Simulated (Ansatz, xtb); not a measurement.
A geometry optimisation of AlH2NS with r2SCAN-D4/def2-SVP

The starting geometry of this gas-phase singlet was built from a drawn formula by distance geometry and a force field; its bonds are those of `N[S][Al]`.

```xyz
5

Al    1.2166    1.2330   -1.1472
N    -1.7419    0.6258   -1.0786
S    -0.3446   -0.4320   -1.0247
H    -1.6747    1.1524   -2.0232
H    -1.6848    1.3343   -0.3316
```

Task: Predict what it relaxes into with r2SCAN-D4/def2-SVP.

Result: A new bond forms, giving a structure given below by its coordinates. Contacts that close: Al1–N2 (3.02 → 2.11 Å).

The energy falls by 0.83 eV over 12 steps:

```tsv
step	E − E(last) (eV)
1	0.827
2	0.697
3	0.640
5	0.497
6	0.311
7	0.023
8	0.002
10	0.000
11	0.000
12	0.000
```

Final geometry (Å):

```yaml
atoms:
  - { symbol: Al, position_ang: [0.9127, 1.2461, -1.1612] }
  - { symbol: N, position_ang: [-1.1875, 0.9998, -1.1424] }
  - { symbol: S, position_ang: [-0.4205, -0.6244, -0.9866] }
  - { symbol: H, position_ang: [-1.7653, 1.0676, -1.9835] }
  - { symbol: H, position_ang: [-1.7689, 1.2243, -0.3316] }
```

From the same start GFN2-xTB reaches the same bonding as this run.

The end wasn't checked by frequencies. Run with Ansatz 0.2.0, 38 s on 1 thread of Arm Neoverse N1, on a shared host.
